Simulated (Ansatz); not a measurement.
## Ansatz (development build ahead of 0.2.0) run

```yaml
crystal:
  periodic: [false, false, false]
  atoms:
    - { symbol: C, position_ang: [-0.46809, -0.14749, -0.42508] }
    - { symbol: O, position_ang: [0.6068, 0.16429, 0.41568] }
    - { symbol: H, position_ang: [-0.06721, -0.31554, -1.43662] }
    - { symbol: H, position_ang: [-1.00214, -1.07356, -0.12812] }
    - { symbol: H, position_ang: [-1.21994, 0.66277, -0.49779] }
    - { symbol: H, position_ang: [0.26168, 0.31106, 1.30117] }
basis:
  gaussian: { orbitals: def2-SVP }
hamiltonian:
  xc: hf
```

The input is written out in the form of the current development build from the run's settings.

Results

| Property | Result |
| --- | --- |
| Converged | yes |
| Total energy | -114.95392 hartree |
| Spin squared of the determinant | 0.000 |
